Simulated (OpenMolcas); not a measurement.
# C2H3Cl (SMILES C=CCl) in OpenMolcas

Wanted: the vertical excitations of C2H3Cl.

The calculation is run with OpenMolcas 26.06.

## Step 1: The molecule

The species is C2H3Cl (6 atoms), meant as a singlet with charge 0. As SMILES, `C=CCl`. The shape is that of a GFN2-xTB optimisation.

Bond lengths: C1–C2 1.318 Å, C2–Cl3 1.721 Å, C1–H4 1.076 Å, C1–H5 1.076 Å, C2–H6 1.079 Å. Angles: C1–C2–Cl3 123.0°, C1–C2–H6 123.9°, Cl3–C2–H6 113.2°, C2–C1–H4 122.3°, C2–C1–H5 120.4°, H4–C1–H5 117.3°.

## Step 2: The job

File step14.input:

```
&GATEWAY
 COORD
 6
 angstrom
 C       -0.457160       0.203900      -0.536490
 C        0.379300      -0.007960       0.459230
 Cl       0.889930      -1.580660       0.934690
 H       -0.876090      -0.599050      -1.116850
 H       -0.754400       1.205230      -0.793800
 H        0.818430       0.778550       1.053210
 BASIS=ANO-S-VDZP
 GROUP=NoSym

&SEWARD

&RASSCF
 FILEORB=$CurrDir/step2.RasOrb
 SPIN=1
 NACTEL=4 0 0
 INACTIVE=14
 RAS2=4
 CIROOT=4 4 1
 ORBLISTING=Nothing

&CASPT2
 MULTISTATE=all
```

Launch:

```
$ export MOLCAS_MEM=2
$ pymolcas step14.input > step14.log
```

Standard output:

```text
--- Start Module: gateway ---

                                              &GATEWAY

                       available to each process: 2.0 MB of memory, 1 thread

---------------------------------------------------------------------------------------------
  Nr.	 Label		Type		Offset		Length	   Atime	  Address
---------------------------------------------------------------------------------------------
  1	FILETABL    	CHAR	-69082269016840	       26929           5	[0xaaaadc747060]
  2	DBSC        	CHAR	    -272995160	     1456001          58	[0xe97f4449c010]
---------------------------------------------------------------------------------------------
Maximal available memory for Molcas = 517070
 ?mma_allo_?D: error: out-of-memory
 label: Shells
  available (kB):          517
  required  (kB):          792

--- Stop Module: gateway /rc=-6 ---

.########################.
.# Non-zero return code #.
.########################.

    Timing: Wall=0.04 User=0.03 System=0.01
```

Run time: 0.3 s. Hardware: 1 thread of Arm Neoverse V1, shared host; peak memory 0.089 GiB.

## Step 3: Reading the log

The program stopped with an error.

The log says `?mma_allo_?D: error: out-of-memory`. The fault: too little memory is allowed.
